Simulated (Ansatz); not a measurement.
**Worked example: the enthalpy of formation of CHFO (formyl fluoride)**

CHFO: 4 atoms, total charge 0, spin state singlet. SMILES: `O=CF`. Geometry: relaxed at PBE0-D4/def2-TZVP.

Total energies at SVWN5/def2-TZVPP (Ansatz 0.2.0); the atoms run unrestricted:

```
species    state  energy (Eh)
   CHFO  singlet  -212.352394
      O  triplet   -74.525567
      C  triplet   -37.467389
      F  doublet   -99.107404
      H  doublet    -0.478344
```

Harmonic wavenumbers at PBE0-D4/def2-TZVP, in cm⁻¹: 677, 1044, 1110, 1371, 1921, 3095.

Measured heats of formation of the gaseous atoms at 298.15 K, in kJ/mol: O 249.2, C 716.9, F 79.4, H 218.0. Spin-orbit lowering of the atoms at 298 K (mean of the ground term's levels less their thermal mean, from spectra), in kJ/mol: O 0.40, C 0.02, F 1.29. Take 1 Eh = 2625.50 kJ/mol, 1 cm⁻¹ = 0.0119627 kJ/mol, RT = 2.479 kJ/mol.

Q: What heat of formation follows?

A: 
1. Electronic atomisation energy: (-74.525567) + (-37.467389) + (-99.107404) + (-0.478344) − (-212.352394) = 0.773690 Eh = 2031.3 kJ/mol.
2. Zero-point energy: half the sum of the wavenumbers, 4609 cm⁻¹ = 55.1 kJ/mol.
3. Thermal vibrational enthalpy, Σ hcν̃/(exp(hcν̃/kT) − 1): 0.5 kJ/mol. Translation, rotation and pV of a non-linear molecule: 4 RT = 9.9 kJ/mol.
4. The 4 free atoms carry 5/2 RT each: 24.8 kJ/mol.
5. Spin-orbit coupling lowers the free atoms by 0.40 + 0.02 + 1.29 = 1.7 kJ/mol.
6. Atomisation enthalpy at 298 K: 2031.3 − 1.7 − 55.1 − 0.5 − 9.9 + 24.8 = 1988.9 kJ/mol.
7. Sum of the atoms' heats of formation: 1263.5 kJ/mol. Heat of formation: 1263.5 − 1988.9 = -725.4 kJ/mol.

The tabulated value is -382.5 kJ/mol (Active Thermochemical Tables), so this level is off by -342.9 kJ/mol, or 20.8 % of the atomisation enthalpy that the table implies (1646.0 kJ/mol). The LDA overbinds, which puts heats of formation too low. Anharmonicity and any spin-orbit splitting of the molecule are left out.
